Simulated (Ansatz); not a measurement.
A nudged elastic band was laid between two geometries of BH4N + FH (8 atoms, charge 0, multiplicity 1).

Computed with RKS PBE0-D4/def2-SVP (Ansatz).

```
movable images  : 9
climbing image  : yes
spring          : 5.0 eV/Å²
optimiser       : quadratic models (default)
start path      : through a guess of the saddle point
force threshold : 0.05 eV/Å
iteration limit : 60
end points      : relaxed
```

First end point:

```xyz
8
Properties=species:S:1:pos:R:3
B 0.039 -0.299 0.230
N 0.019 -0.155 1.627
H -0.813 -0.332 2.179
H 0.868 -0.112 2.180
H 1.097 -0.214 -0.341
H -1.003 -0.491 -0.343
F -0.331 2.520 0.836
H -0.223 1.682 1.236
```

Last end point:

```xyz
8
Properties=species:S:1:pos:R:3
B 0.025 0.393 0.104
N -0.117 0.216 1.746
H -0.347 -0.747 1.992
H 0.757 0.470 2.209
H 0.937 -0.377 -0.191
H -1.084 0.075 -0.318
F 0.336 1.741 -0.045
H -0.852 0.827 2.108
```

(1) Which bonds break or form, and what moves?

(2) Give the energies along the band, and the barrier.

(3) What is the geometry of the highest image?

(4) What are the harmonic wavenumbers there?

The band took 14 iterations and roughly 3 core-minutes.

## Answers

(1) Bonds broken: F7–H8. Bonds formed: B1–F7, N2–H8. BH4N + FH becomes BFH5N.

(2) The run converged. The highest image is number 3 of 0 to 10, 0.35 eV above the first end and 1.34 eV above the last; the last end lies 0.99 eV below the first. A vibrational analysis at the climbing image gives one clearly imaginary mode, 565i cm⁻¹: a first-order saddle point. The orbitals stay closed-shell, which can raise the energy where a bond breaks towards radicals; this wasn't checked here.

| image | path coordinate (Å) | energy (eV) | F7–H8 (Å) | B1–F7 (Å) | N2–H8 (Å) |
| --- | --- | --- | --- | --- | --- |
| 0 | 0.00 | 0.00 | 0.93 | 2.91 | 1.89 |
| 1 | 0.37 | 0.03 | 0.94 | 2.60 | 1.88 |
| 2 | 0.74 | 0.17 | 0.96 | 2.19 | 1.71 |
| 3 | 1.10 | 0.35 | 1.05 | 1.79 | 1.44 |
| 4 | 1.45 | -0.11 | 1.37 | 1.57 | 1.15 |
| 5 | 1.79 | -0.74 | 1.77 | 1.44 | 1.03 |
| 6 | 2.13 | -0.92 | 2.20 | 1.40 | 1.02 |
| 7 | 2.47 | -0.93 | 2.30 | 1.39 | 1.02 |
| 8 | 2.81 | -0.96 | 2.38 | 1.39 | 1.02 |
| 9 | 3.15 | -0.98 | 2.49 | 1.39 | 1.02 |
| 10 | 3.49 | -0.99 | 2.62 | 1.39 | 1.02 |

(3) 
```xyz
8
Properties=species:S:1:pos:R:3:forces:R:3
B -0.008 0.091 0.252 0.00 0.01 0.01
N -0.012 0.065 1.756 0.00 0.00 -0.01
H -0.798 -0.379 2.220 0.00 0.00 0.01
H 0.859 -0.158 2.228 0.00 0.00 0.01
H 1.070 -0.013 -0.279 0.00 0.00 0.00
H -1.015 -0.294 -0.290 0.00 0.00 0.00
F -0.248 1.861 0.379 0.00 -0.01 0.01
H -0.193 1.427 1.338 0.00 0.01 -0.01
```

(4) 565i, 447, 496, 727, 745, 806, 908, 997, 1120, 1162, 1222, 1263, 1583, 2128, 2586, 2689, 3592, 3688 cm⁻¹.

Run time: 3.2 min on 1 thread of Arm Neoverse V2, on a shared host, peak memory 0.12 GiB.
